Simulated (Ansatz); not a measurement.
Ansatz (a first-principles code) input (HF/6-31G*):

Ansatz 0.2 input:
```yaml
crystal:
  periodic: [false, false, false]
  atoms:
    - {symbol: F, position_ang: [-0.00000000, -0.00000000, -1.00770435]}
    - {symbol: Cl, position_ang: [0.00000000, 0.00000000, 0.53349054]}
basis:
  gaussian:
    orbitals: 6-31G*
hamiltonian:
  xc: {name: HF}
total_charge: 1
magnetization: {spin_polarized: true, initial_magnetization: 1}
relax: {f_tol: 0.003, max_steps: 120}
```

Output:

```
Functional definition: HF
integrals: 0.00 GiB planned
325 factors; integrals over basis functions are off by at most 3.9e-4 eV
mean field: 0.07 GiB planned
mean field evaluation 1: about -15190.8431 eV, gradient 3.1e1 eV
mean field evaluation 2: about -15190.8812 eV, gradient 3.2e1 eV
mean field evaluation 4: about -15194.3139 eV, gradient 1.9e0 eV
mean field evaluation 8: about -15194.3673 eV, gradient 5.1e-1 eV
mean field evaluation 16: about -15194.2410 eV, gradient 4.2e0 eV
mean field evaluation 32: about -15189.4943 eV, gradient 8.1e-1 eV
mean field -15194.37742953 eV, -558.3830714161 hartree, gradient 3.0e-5 eV, S^2 0.759085; 0 other end points of the search recorded, 0 dependent functions left out
the calculation of the forces begins
reference -15194.37742953 eV, -558.3830714161 hartree; 13, 12 occupied and 21, 22 virtual orbitals, 325 factors
relax step   1: F+E_penalty+E_count = -15194.37742953 eV  Δ(F+E_penalty+E_count) = +0.000e0 eV  max|allowed force component| = 4.949e-1 eV/Å  Δτ_max = 0.0000 Å  (70 SCF iters, accepted)
these checks for a lower state are left out or cut short: starts, cluster_reference, orbital_swaps, neighbouring_geometries, increment
integrals: 0.00 GiB planned
325 factors; integrals over basis functions are off by at most 4.0e-4 eV
mean field: 0.07 GiB planned
mean field -15194.37931620 eV, -558.3831407502 hartree, gradient 2.6e-5 eV, S^2 0.759104; 0 other end points of the search recorded, 0 dependent functions left out
the calculation of the forces begins
reference -15194.37931620 eV, -558.3831407502 hartree; 13, 12 occupied and 21, 22 virtual orbitals, 325 factors
relax step   2: F+E_penalty+E_count = -15194.37931620 eV  Δ(F+E_penalty+E_count) = -1.887e-3 eV  max|allowed force component| = 2.936e-1 eV/Å  Δτ_max = 0.0024 Å  (41 SCF iters, accepted)
these checks for a lower state are left out or cut short: starts, cluster_reference, orbital_swaps, neighbouring_geometries, increment
integrals: 0.00 GiB planned
325 factors; integrals over basis functions are off by at most 4.2e-4 eV
mean field: 0.07 GiB planned
mean field -15194.38030653 eV, -558.3831771441 hartree, gradient 1.2e-5 eV, S^2 0.759138; 0 other end points of the search recorded, 0 dependent functions left out
the calculation of the forces begins
reference -15194.38030653 eV, -558.3831771441 hartree; 13, 12 occupied and 21, 22 virtual orbitals, 325 factors
relax step   3: F+E_penalty+E_count = -15194.38030653 eV  Δ(F+E_penalty+E_count) = -9.903e-4 eV  max|allowed force component| = 9.444e-3 eV/Å  Δτ_max = 0.0035 Å  (41 SCF iters, accepted)
these checks for a lower state are left out or cut short: starts, cluster_reference, orbital_swaps, neighbouring_geometries, increment
integrals: 0.00 GiB planned
325 factors; integrals over basis functions are off by at most 4.2e-4 eV
mean field: 0.07 GiB planned
mean field -15194.38030752 eV, -558.3831771806 hartree, gradient 2.7e-5 eV, S^2 0.759137; 0 other end points of the search recorded, 0 dependent functions left out
the calculation of the forces begins
reference -15194.38030752 eV, -558.3831771806 hartree; 13, 12 occupied and 21, 22 virtual orbitals, 325 factors
relax step   4: F+E_penalty+E_count = -15194.38030752 eV  Δ(F+E_penalty+E_count) = -9.928e-7 eV  max|allowed force component| = 3.626e-4 eV/Å  Δτ_max = 0.0001 Å  (33 SCF iters, accepted)
integrals: 0.00 GiB planned
325 factors; integrals over basis functions are off by at most 4.2e-4 eV
mean field: 0.07 GiB planned
mean field evaluation 64: about -15194.3784 eV, gradient 2.3e-1 eV
mean field -15194.38030752 eV, -558.3831771806 hartree, gradient 2.7e-5 eV, S^2 0.759137; 1 other end points of the search recorded, 0 dependent functions left out
the calculation of the forces begins
reference -15194.38030752 eV, -558.3831771806 hartree; 13, 12 occupied and 21, 22 virtual orbitals, 325 factors
Total energy: -15194.38030752 eV, -558.3831771806 hartree
Atom 0 at     0.000000     0.000000    -1.001967 Å, force    -0.000000    -0.000000     0.000363 eV/Å
Atom 1 at    -0.000000    -0.000000     0.527753 Å, force     0.000000     0.000000    -0.000363 eV/Å
Dipole moment:     0.000000    -0.000000     0.494879 e Å
```

The dipole moment of an ion depends on the origin.
